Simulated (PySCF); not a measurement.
Species: CH5OSi (charge -1).
Cartesian coordinates in Å at the PBE0-D3(BJ)/def2-SVP level; atoms count from 1:
```xyz
8
CH5OSi angstrom
C     -0.9620   -0.1436    0.1683
O     -0.1072   -0.0219   -0.8943
Si     1.6239    0.2295   -0.6088
H     -0.7113   -0.9998    0.8397
H     -2.0101   -0.3008   -0.1778
H     -0.9719    0.7550    0.8311
H      1.8069   -0.8746    0.5017
H      1.4854    1.3452    0.4964
```

Computed with PySCF at PBE0/pcSseg-1, non-relativistic, on one gas-phase PBE0-D3(BJ)/def2-SVP geometry that isn't relaxed in the solvent. The solvent is an IEF-PCM continuum (van der Waals radii × 1.2). Specific hydrogen bonds and non-electrostatic terms are outside this model.

Gas phase at PBE0/pcSseg-1: HOMO 0.19 eV, LUMO 5.76 eV.

Problem. What does the continuum do to the energy and the frontier levels at PBE0/pcSseg-1 in chloroform and dichloromethane?

Solution. 
```json
{"solvent": "chloroform", "ε": "4.711", "E(solvent) − E(gas) (kcal/mol)": "-45.87", "polarisation term (kcal/mol)": "-46.55", "distortion of the solute (kcal/mol)": "0.68", "HOMO (eV)": "-3.76", "LUMO (eV)": "2.10"}
{"solvent": "dichloromethane", "ε": "8.93", "E(solvent) − E(gas) (kcal/mol)": "-52.00", "polarisation term (kcal/mol)": "-52.94", "distortion of the solute (kcal/mol)": "0.94", "HOMO (eV)": "-4.29", "LUMO (eV)": "1.61"}
```

The first energy column is the sum of the next two and covers electrostatics alone. From chloroform to dichloromethane the lowering changes by a factor 1.13, Born's factor 1 − 1/ε by 1.13 and ε itself by 1.9.

Problem. Which radius a makes Born's formula ΔE = −(q²/2a)(1 − 1/ε) give the value in dichloromethane?

Solution. a = q²(1 − 1/ε)/(2|ΔE|) = 2.84 Å, with q = -1 e and |ΔE| = 0.0829 Eh; the farthest nucleus lies 2.08 Å from the centroid of the nuclei. The formula assumes a point charge at the centre of a sphere.

Problem. Which IAO charges (PBE0/pcSseg-1) respond most in chloroform (means over atoms taken as equivalent)?

Solution. 
| atoms | environment | gas (e) | solvent (e) | change |
| --- | --- | --- | --- | --- |
| O2 | silyl ether oxygen | -0.625 | -0.640 | -0.015 |
| H4/H5/H6 | methyl hydrogen | +0.085 | +0.099 | +0.014 |
| C1 | methoxy carbon | -0.165 | -0.178 | -0.013 |
| Si3 | silicon bonded to O and 2 H | -0.031 | -0.041 | -0.010 |
| H7/H8 | Si–H hydrogen | -0.217 | -0.220 | -0.003 |

Problem. Which Mayer bond orders change most in chloroform?

Solution. 
```csv
bond,length (Å),gas,solvent,change
C1–O2,1.369,1.019,0.986,-0.033
O2–Si3,1.772,0.714,0.733,+0.019
Si3–H7,1.577,0.843,0.851,+0.008
Si3–H8,1.577,0.843,0.850,+0.007
C1–H4,1.117,0.950,0.954,+0.004
C1–H5,1.115,0.961,0.965,+0.004
C1–H6,1.117,0.950,0.954,+0.004
```

Problem. How do the nuclear quadrupole coupling constants eQVzz/h respond in chloroform?

Solution. 
```tsv
nucleus	Q (barn)	gas (MHz)	solvent (MHz)	η gas	η solvent
17O at O2	-0.0256	-11.02	-10.67	0.46	0.47
```
